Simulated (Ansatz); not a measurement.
**C5H12O: taking an electron away**

Aim: the vertical ionisation energy of C5H12O, as cation minus neutral at the neutral's geometry, on several levels, and how well −ε(HOMO) stands in for it.

Program: Ansatz 0.2.0, Gaussian basis. Level of theory: unrestricted cation, the program's frozen cores in correlated methods. These are calculated values, not measurements.

Plan: UKS PBE-D4/def2-TZVPP; UKS r2SCAN-D4/def2-TZVPP; UKS PBE0-D4/def2-TZVPP; UKS B3LYP-D4/def2-TZVPP; UKS wB97X-V/def2-TZVPP; UKS wB97M-V/def2-TZVPP; UKS B2PLYP/def2-TZVPP; UHF-CCSD(T)/def2-TZVPP; UHF-MP2/def2-QZVPP; extrapolation to the limit; then −ε(HOMO) from the neutral's earlier runs with LDA (SPW92), PBE-D4, revPBE-D4, BLYP-D4, r2SCAN-D4, B97M-V, PBE0-D4, B3LYP-D4, r2SCANh-D4, r2SCAN0-D4, HSE06-D4, BHLYP-D4, CAM-B3LYP-D4, LC-ωPBE, ωB97X-V, ωB97M-V.

**1. The geometry**

An earlier PBE0-D4 in a triple-zeta def2 set relaxation fixed the geometry.

SMILES `CC(C)C(C)O`, 18 atoms, charge 0, spin multiplicity 1.

Atoms are counted from 1 here; the program's logs count them from 0.

Bond lengths: C1–C2 1.522 Å, C1–H7 1.092 Å, C1–H8 1.095 Å, C1–H9 1.091 Å, C2–C3 1.522 Å, C2–C4 1.525 Å, C2–H10 1.098 Å, C3–H11 1.090 Å, C3–H12 1.095 Å, C3–H13 1.093 Å, C4–C5 1.517 Å, C4–O6 1.420 Å, C4–H14 1.103 Å, C5–H15 1.094 Å, C5–H16 1.091 Å, C5–H17 1.093 Å, O6–H18 0.960 Å. Angles: C2–C1–H7 110.3°, C2–C1–H8 110.9°, C2–C1–H9 112.6°, H7–C1–H8 107.4°, H7–C1–H9 107.5°, H8–C1–H9 108.0°, C1–C2–C3 110.5°, C1–C2–C4 111.8°, C1–C2–H10 108.8°, C3–C2–C4 110.7°, C3–C2–H10 108.4°, C4–C2–H10 106.4°, C2–C3–H11 111.3°, C2–C3–H12 110.5°, C2–C3–H13 110.7°, H11–C3–H12 108.0°, H11–C3–H13 108.5°, H12–C3–H13 107.6° and more.

As a file:

```
C     0.8777   -0.0700    1.4630
C     0.6762   -0.0276   -0.0449
C     1.3351   -1.2307   -0.7045
C    -0.8003    0.0516   -0.4175
C    -1.5229    1.2366    0.1945
O    -0.8609    0.1165   -1.8350
H     1.9360   -0.1998    1.7003
H     0.3375   -0.9136    1.9055
H     0.5397    0.8428    1.9566
H     1.1449    0.8839   -0.4385
H     1.2046   -1.2108   -1.7861
H     0.8991   -2.1619   -0.3272
H     2.4052   -1.2538   -0.4838
H    -1.2828   -0.8785   -0.0716
H    -2.5520    1.2871   -0.1744
H    -1.5730    1.1641    1.2822
H    -1.0204    2.1697   -0.0736
H    -1.7813    0.2058   -2.0929
```

**2. Cation, UKS PBE-D4/def2-TZVPP**

Contents of in.yaml:

```yaml
crystal:
  periodic: [false, false, false]
  atoms:
    - {symbol: C, position_ang: [0.877660, -0.069975, 1.462959]}
    - {symbol: C, position_ang: [0.676235, -0.027575, -0.044866]}
    - {symbol: C, position_ang: [1.335092, -1.230708, -0.704506]}
    - {symbol: C, position_ang: [-0.800289, 0.051624, -0.417521]}
    - {symbol: C, position_ang: [-1.522895, 1.236559, 0.194474]}
    - {symbol: O, position_ang: [-0.860912, 0.116465, -1.835026]}
    - {symbol: H, position_ang: [1.935972, -0.199840, 1.700306]}
    - {symbol: H, position_ang: [0.337515, -0.913637, 1.905488]}
    - {symbol: H, position_ang: [0.539719, 0.842790, 1.956591]}
    - {symbol: H, position_ang: [1.144929, 0.883895, -0.438495]}
    - {symbol: H, position_ang: [1.204635, -1.210803, -1.786078]}
    - {symbol: H, position_ang: [0.899110, -2.161898, -0.327195]}
    - {symbol: H, position_ang: [2.405159, -1.253792, -0.483800]}
    - {symbol: H, position_ang: [-1.282765, -0.878522, -0.071647]}
    - {symbol: H, position_ang: [-2.551953, 1.287131, -0.174417]}
    - {symbol: H, position_ang: [-1.573036, 1.164145, 1.282163]}
    - {symbol: H, position_ang: [-1.020438, 2.169746, -0.073639]}
    - {symbol: H, position_ang: [-1.781338, 0.205794, -2.092890]}
basis:
  gaussian: {orbitals: def2-TZVPP}
total_charge: 1
magnetization: {spin_polarized: true, initial_magnetization: 1}
hamiltonian: {xc: pbe, dispersion: d4}
```

Started as:

```console
> ansatz run in.yaml --threads 2 --pin off --events-out ev --progress --plain --max-ram 22528MiB --backend cuda --devices 0, --max-vram 18GiB
```

Further steps of the session: Cation, UKS r2SCAN-D4/def2-TZVPP; Cation, UKS PBE0-D4/def2-TZVPP; Cation, UKS B3LYP-D4/def2-TZVPP; Cation, UKS wB97X-V/def2-TZVPP; Cation, UKS wB97M-V/def2-TZVPP; Cation, UKS B2PLYP (frozen core)/def2-TZVPP; Cation, UHF-CCSD(T)/def2-TZVPP; Cation, UHF-MP2/def2-QZVPP.

Before running them: what should the planned runs give, taken together? Wanted: ionisation energy, CCSD(T)/CBS; nearest functional by difference; nearest −ε(HOMO); −ε(HOMO) of PBE; T1 of the cation.

As calculated:

| quantity | value |
| --- | --- |
| ionisation energy, CCSD(T)/CBS | 10.53 eV |
| nearest functional by difference | B2PLYP (-0.31 eV) |
| nearest −ε(HOMO) | LC-ωPBE (+0.03 eV) |
| −ε(HOMO) of PBE | 6.10 eV |
| T1 of the cation | 0.034 |

**Reading.** By cation minus neutral, the functionals miss by 0.97 eV at most. The PBE orbital energy is 4.4 eV too small: a semilocal HOMO is no ionisation energy. Among orbital estimates LC-ωPBE comes nearest. Hartree-Fock falls 1.36 eV short, as the neutral has more correlation energy than the cation. The cation's T1 (from the report) is 0.034, near the customary mark of 0.045 for open shells, so the coupled-cluster value is less safe.
